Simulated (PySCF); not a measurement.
Species: C4H8NS (charge -1).
Numbering: `[CH3:1][N:2]([CH3:3])/[CH:4]=[CH:5]/[S-:6]` (hydrogens: H7, H8, H9 on C1; H10, H11, H12 on C3; H13 on C4; H14 on C5)

Computed, not measured: PySCF, PBE0-D3(BJ)/def2-SVP geometry optimisation, gas phase.

Problem. What internal coordinates does the optimisation give?

Solution. 
```
                  bond  length (Å)
          C1–N2, N2–C3       1.432
                 N2–C4       1.430
                 C4=C5       1.361
                 C5–S6       1.725
C1–H7 and 3 like bonds       1.104
         C1–H9, C3–H12       1.118
                C4–H13       1.097
                C5–H14       1.105
```

Bonds in one row agree within 0.01 Å and their mean is given. A selection of angles:
```
     angle  degrees
  N2–C1–H7    109.7
  N2–C1–H8    110.7
  N2–C1–H9    113.6
  H7–C1–H8    107.9
  C1–N2–C3    112.7
  C1–N2–C4    113.6
  C3–N2–C4    116.7
H10–C3–H11    108.8
  N2–C4–C5    127.3
 N2–C4–H13    113.3
 C5–C4–H13    119.3
  C4–C5–S6    128.1
 C4–C5–H14    115.5
 S6–C5–H14    116.4
```

Torsions: C1–N2–C4–C5 127° (anticlinal); N2–C4–C5–S6 176° (antiperiplanar). The mirror-image conformer, all signs reversed, is as good.

Of the pairs four or more bonds apart, C3···H14 is among the closest relative to their van der Waals radii: 2.53 Å, 87 % of the sum of Bondi's values. N2 (enamine nitrogen) is pyramidal (angles 116.7°, 113.6° and 112.7°, sum 343.0°, 0.35 Å off the plane of its three neighbours). C4 (carbon bonded to C, N and H) is planar (angles 127.3°, 119.3° and 113.3°, sum 359.9°, 0.02 Å off the plane of its three neighbours). C5 (alkene CH carbon) is planar (angles 128.1°, 116.4° and 115.5°, sum 360.0°, 0.01 Å off the plane of its three neighbours).

Point group: C1 (no symmetry element, even within 0.4 Å). PBE0-D3(BJ)/def2-SVP frequencies: not computed here. The geometry's basis has no diffuse functions, a weakness for an anion.
